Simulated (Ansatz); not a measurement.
Z-matrix (Å, degrees):
```
C
C 1 1.499
H 1 1.091 2 109.6
H 1 1.091 2 109.8 3 -119.9
H 1 1.091 2 110.0 3 120.3
O 2 1.401 1 110.9 3 -57.7
O 2 1.412 1 110.8 3 59.6
H 2 1.106 1 111.3 3 -179.3
C 6 1.409 2 104.3 1 159.4
C 7 1.417 2 107.6 1 -146.0
H 9 1.090 6 108.8 2 -157.2
H 9 1.098 6 110.5 2 83.0
H 10 1.094 7 108.7 2 122.8
H 10 1.095 7 110.7 2 -117.7
```

Charge 0, multiplicity 1.

List the r2SCAN/def2-TZVPP orbital energies in eV (Ansatz 0.2.0). (An estimate is asked.)

Ansatz gave: Occupied: -516.09, -515.87, -275.64, -274.48, -274.38, -272.78, -28.88, -26.23, -20.58, -18.35, -16.38, -15.51, -13.25, -12.74, -12.18, -11.60, -10.41, -9.82, -9.67, -9.55, -8.48, -8.38, -6.61, -6.18. Lowest empty: 1.25, 1.80, 2.21, 2.46, 2.74, 2.80, 3.11, 3.70.
